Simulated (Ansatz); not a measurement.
Reaction: C2H7N (SMILES NCC) → CH3 (SMILES [CH3], doublet) + CH4N (SMILES N[CH2], doublet) (the C-C bond breaks)
Each species at its own B3LYP-D3(BJ)/def2-TZVP minimum (Ansatz, an electronic-structure program), one conformer.

Total energies in hartree (Ansatz). Open shells are spin-unrestricted; no spin-orbit coupling. Cores are frozen in correlated methods. No relativity.

| species | HF/cc-pVTZ | CCSD(T)/cc-pVTZ | HF/cc-pVQZ | CCSD(T)/cc-pVQZ | CCSD(T)/cc-pVDZ | CCSDT(Q)/cc-pVDZ |
|---|---|---|---|---|---|---|
| 1: C2H7N (ethanamine, SMILES CCN) | -134.30393 | -134.93930 | -134.31373 | -134.98187 | -134.78754 | -134.78911 |
| 2: CH3 (SMILES [CH3], doublet) | -39.57748 | -39.76098 | -39.58026 | -39.77245 | -39.71583 | -39.71634 |
| 3: CH4N (SMILES [CH2]N, doublet) | -94.63037 | -95.03819 | -94.63793 | -95.06838 | -94.93237 | -94.93353 |

Work out the bond dissociation energy (electronic) in kJ/mol: take Hartree-Fock from cc-pVQZ, extrapolate the CCSD(T) correlation energy as X^-3 (X = 3, 4), and add CCSDT(Q) - CCSD(T) in cc-pVDZ. 1 hartree = 2625.5 kJ/mol.


Species 1: correlation (64·(-0.66814) - 27·(-0.63537))/37 = -0.69205; step -0.00157; E1 = -134.31373 + (-0.69205) + (-0.00157) = -135.00735
Species 2: correlation (64·(-0.19219) - 27·(-0.18350))/37 = -0.19853; step -0.00051; E2 = -39.58026 + (-0.19853) + (-0.00051) = -39.77930
Species 3: correlation (64·(-0.43045) - 27·(-0.40782))/37 = -0.44696; step -0.00116; E3 = -94.63793 + (-0.44696) + (-0.00116) = -95.08605
-1·E1 +1·E2 +1·E3 = 0.14200 hartree = 372.8 kJ/mol.
